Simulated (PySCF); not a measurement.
Geometry:
```
atom   x (Å)   y (Å)   z (Å)
  C1  -1.454   0.360  -0.867
  C2  -0.331  -0.494  -0.290
  C3   0.910   0.304   0.021
  C4   2.062   0.163  -0.593
  S5   3.429  -0.026  -1.327
  H6  -1.152   0.820  -1.819
  H7  -1.732   1.173  -0.178
  H8  -2.355  -0.247  -1.050
  H9  -0.075  -1.306  -0.988
 H10  -0.675  -0.983   0.638
 H11   0.855   1.081   0.794
```

How the numbers were obtained: NMR shieldings at KT3/pcSseg-2/GIAO, coordinates at the PBE0-D3(BJ)/def2-SVP level, in PySCF (one computed conformer, non-relativistic Hamiltonian, isolated molecule, rapidly exchanging positions averaged).

Referencing at the same level of theory: TMS for ¹³C (σref 181.31) and ¹H (σref 31.35); ³³S (σref 525.97) against CS2.

```
   atoms  nucleus  count  δ (ppm)
H6/H7/H8       ¹H      3     1.10
      C2      ¹³C      1     26.0
      C4      ¹³C      1        ?
  H9/H10       ¹H      2     2.31
      C1      ¹³C      1        ?
      C3      ¹³C      1     68.7
      S5      ³³S      1      316
     H11       ¹H      1     4.73
```

Question: Complete the table.

Answer: 
- C4: 257.8 ppm, cumulene carbon
- C1: 19.7 ppm, methyl carbon; aliphatic region, no heteroatom directly attached

Shifts are as computed, not scaled to solution data. Of 1211 compounds with measured shifts, 218 miss one by over three times the rms of a fit or turn the order of signals round; such compounds aren't used in these exercises.
